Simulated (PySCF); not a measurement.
Which determinant of NH lies lowest?

Unrestricted PBE0; basis H cc-pVTZ, N cc-pVTZ; no relativity; PySCF 2.14. Outer shells of the fragments: H 1s1; N 2s2 2p3.

Followed along the bond (rough minima from three points):

```json
{"2Ms+1": "3", "unpaired": "π ↑↑", "⟨S²⟩ at the start": "2.01", "R at minimum (Å)": "1.04", "Te (eV)": "0.00"}
{"2Ms+1": "1", "unpaired": "π ↑↓", "⟨S²⟩ at the start": "1.00", "R at minimum (Å)": "1.04", "Te (eV)": "0.60"}
```

Solutions found at the starting distance of 0.975 Å, counted from the lowest of them; the search is not exhaustive and high or unbound solutions are not listed, so other states can lie among these:

```json
{"2Ms+1": "3", "unpaired": "π ↑↑", "term": "³Σ⁻", "E (eV)": "0.00", "⟨S²⟩": "2.01", "⟨Lz²⟩": "0.00", "μ (D)": "-1.60"}
{"2Ms+1": "1", "unpaired": "π ↑↓", "term": "mixed", "E (eV)": "0.60", "⟨S²⟩": "1.00", "⟨Lz²⟩": "2.01", "μ (D)": "-1.59"}
{"2Ms+1": "1", "unpaired": "none", "term": "mixed", "E (eV)": "2.44", "⟨S²⟩": "0.00", "⟨Lz²⟩": "2.00", "μ (D)": "-1.61"}
{"2Ms+1": "3", "unpaired": "σ ↑, π ↑", "term": "³Π", "E (eV)": "3.65", "⟨S²⟩": "2.00", "⟨Lz²⟩": "1.01", "μ (D)": "-1.19"}
{"2Ms+1": "1", "unpaired": "σ ↓, π ↑", "term": "mixed", "E (eV)": "4.43", "⟨S²⟩": "1.01", "⟨Lz²⟩": "1.01", "μ (D)": "-1.34"}
{"2Ms+1": "5", "unpaired": "σ ↑↑, π ↑↑", "term": "⁵Σ⁻", "E (eV)": "9.57", "⟨S²⟩": "6.00", "⟨Lz²⟩": "0.00", "μ (D)": "4.05"}
{"2Ms+1": "3", "unpaired": "σ ↑, π ↑", "term": "³Π", "E (eV)": "9.69", "⟨S²⟩": "2.00", "⟨Lz²⟩": "1.00", "μ (D)": "3.66"}
{"2Ms+1": "1", "unpaired": "σ ↓, π ↑", "term": "mixed", "E (eV)": "9.87", "⟨S²⟩": "1.00", "⟨Lz²⟩": "1.00", "μ (D)": "3.77"}
```

A term symbol is given only where ⟨S²⟩ and ⟨Lz²⟩ are close to those of a pure state; real π, δ and φ orbitals otherwise mix terms. A positive dipole means H(−)N(+).

The measured ground state is X ³Σ- (Huber and Herzberg, Constants of Diatomic Molecules (1979)).

Counting both spins, an empty level lies below a filled one in some of these solutions, because spin and occupation are held.
